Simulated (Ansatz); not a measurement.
Correlation energies of `[Na][SH]` by basis set

| atom | x (Å) | y (Å) | z (Å) |
| --- | --- | --- | --- |
| Na1 | 0.819 | 1.189 | 0.964 |
| S2 | -0.804 | -0.053 | -0.431 |
| H3 | -0.015 | -1.136 | -0.533 |

The species carries charge 0 and has multiplicity 1. Correlated methods include outer-core shells of Na, which these sets cover unevenly. The geometry is a stationary point of PBE0-D4/def2-TZVP. Frozen core, restricted reference, Ansatz 0.2.0. CBS rows extrapolate triple and quadruple zeta. For Na the program correlates outer-core shells too, which these sets cover unevenly, so the extrapolated numbers aren't a true limit.

| basis | HF (Eh) | MP2 corr. |
| --- | --- | --- |
| def2-SVP | -559.81438 | -0.14110 |
| def2-TZVPP | -560.01294 | -0.35667 |
| def2-QZVPP | -560.03164 | -0.39940 |

(1) Estimate the CCSD correlation energy and the (T) correction in each basis where they were run (hartree).

## Answers

(1) 
```tsv
basis	CCSD corr.	(T)
def2-SVP	-0.15854	-0.00384
def2-TZVPP	-0.38073	-0.01139
def2-QZVPP	-0.42337	-0.01399
CBS(def2)	-0.45496	-0.01592
```
